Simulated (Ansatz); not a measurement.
System (SMILES): OO (H2O2).
Atoms: O1, O2, H3, H4. Bonds: O1-O2, O1-H3, O2-H4.

Basis-set convergence of the optimised O1-H3 bond length at MP2 with Ansatz (an electronic-structure program). The reference of a correlated method is not its basis-set limit, which lies further on. Cartesian d functions, on some or all atoms, in 6-31+G*; all else is spherical. Cores are frozen. No added dispersion term, no relativity. Reference: the value in def2-QZVPPD, 0.9638 Å, itself unsure by roughly 0.0006 Å (its mean distance from pcseg-3, def2-QZVPP, cc-pVQZ). Deviations are taken from unrounded values. Cost is core time over that of 6-311++G(2d,2p), rough, on shared machines of one kind; a dash marks a row that isn't timed (too short, read off another run, short of memory, by another algorithm or on other hardware). It counts the whole optimisation.

```csv
basis,functions,cost
cc-pVDZ,38,-
pcseg-1,38,-
6-31+G*,42,-
6-311+G**,56,0.7×
"6-311++G(2d,2p)",74,1×
cc-pVTZ,88,3×
pcseg-2,88,2×
"6-311++G(3df,3pd)",114,4×
cc-pVQZ,170,10×
pcseg-3,186,10×
```

Task: Which is the smallest set listed that can be trusted to 0.003 Å here, that is, within that of the reference together with its larger relatives (same family, alike in diffuse functions; a set with none to test it counts only in the reference's own line)?

Result: The smallest set listed that lies within 0.003 Å of the reference with all its larger relatives (same family, alike in diffuse functions; a set with none counts only in the reference's own line) is 6-311+G** (56 functions, 0.7× in cost, 0.0009 Å off). Value minus reference: cc-pVDZ 0.0066, pcseg-1 0.0085, 6-31+G* 0.0139, 6-311+G** 0.0009, 6-311++G(2d,2p) -0.0003, cc-pVTZ 0.0005, pcseg-2 -0.0004, 6-311++G(3df,3pd) -0.0002, cc-pVQZ -0.0007, pcseg-3 -0.0007 Å.
